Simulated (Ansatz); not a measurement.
**α-phase Ga**

All values below come from PBEsol-D3(BJ) (plane waves, PAW; Ansatz, an electronic-structure program).

Settings: plane-wave cutoff 520 eV, 14×14×12 k mesh (along the axes of the cell as run), Fermi–Dirac smearing 0.05 eV, scalar-relativistic PAW data made under PBE.

Cell: relaxed at this level.

```json
{
 "volume_per_atom": "18.30 Å³/atom",
 "bulk_modulus": "68.9 GPa",
 "equilibrium_lattice_constant_a": "4.403 Å",
 "lattice_parameter_b": "7.508 Å",
 "lattice_parameter_c": "4.430 Å",
 "band_gap": "none",
 "pressure derivative B′ of the bulk modulus": "5.1"
}
```

Note: the bulk modulus comes from volumes at which shape and atoms were relaxed.

Spin–orbit coupling is not included.

Static lattice: no zero-point or thermal effects.

It cost roughly 29 core-minutes of CPU time.
